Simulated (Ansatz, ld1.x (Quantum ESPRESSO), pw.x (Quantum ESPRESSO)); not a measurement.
**tantalum (Ta): does the PAW potential hold in the solid?**

```json
{"Element": "Ta", "Generator": "ld1.x (Quantum ESPRESSO) 7.5", "Type": "PAW", "Functional": "PBEsol", "Relativity": "scalar-relativistic", "Frozen core": "[Xe] 4f14", "Valence charge": "5", "Reference configuration": "5d3 6s1.5 6p0 (charge +0.5)", "Partial waves": "6s (bound): rcut 2.35, rcutus 3.20 bohr; 6s channel at 2.9 Ry: rcut 2.35, rcutus 3.20 bohr; 6p (bound, empty): rcut 2.40, rcutus 3.15 bohr; 6p channel at 0.1 Ry: rcut 2.40, rcutus 3.15 bohr; 5d (bound): rcut 2.70, rcutus 2.85 bohr; 5d channel at 0.55 Ry: rcut 2.70, rcutus 2.85 bohr", "Local potential": "all-electron potential smoothed inside 2.70 bohr (lloc = -1)", "Core correction": "a·sin(br)/r model core, default radius (core density twice the valence density)", "Augmentation charge": "PSQ, inside the norm-conserving radii"}
```

Crystal test: fcc Ta in pw.x 7.5, no spin, 14³ k-points, Fermi–Dirac smearing 0.01 Ry, cutoffs 40/320 Ry. The reference is all-electron LAPW (Ansatz 0.2.0) with the same functional, mesh and smearing; V0 and B0 come from Birch–Murnaghan fits to the pressures at five volumes. Errors are pseudo minus all-electron; Δ is the rms difference of the E(V) curves that follow from these fits, minima aligned, over ±6 % about the mean V0. Mesh and smearing are coarse, so the numbers serve the comparison and aren't converged zero-temperature values; the lattice is a test structure that the element need not adopt.

```
V (Å³/atom)  P all-electron (GPa)  P pseudo (GPa)
     17.367                 10.42           12.52
     17.824                  4.57            6.25
     18.281                 -0.64            0.67
     18.738                 -5.27           -4.29
     19.195                 -9.40           -8.69
```

All-electron: a0 = 4.177 Å (V0 = 18.22 Å³/atom), B0 = 198.7 GPa.

Pseudopotential: mean pressure error (GPa): +1.36; a0 (Å): 4.186; a0 error (%): +0.21; B0 error (%): +4.5; Δ (meV/atom): 5.5. The largest radius (3.20 bohr) exceeds half the bond length (2.79 bohr), so the spheres overlap, which is one possible source of error among others. Atomic configuration tests: 1 of 7 tests not solved or not reliable.

Q: At the middle volume, how do free energy and pressure move when the wave cutoff is lowered (ecutrho held at 320 Ry)?

A:

| cutoff (Ry) | shift of F (meV/atom) | shift of P (GPa) |
| --- | --- | --- |
| 18 | +42.8 | -2.09 |
| 24 | +9.8 | +0.16 |
| 32 | +0.7 | -0.01 |

The run at the middle volume (104 k-points, 9 iterations) took about 13 s on one core of a shared host (Neoverse-V1, 32 threads, 247 GiB, load 14).
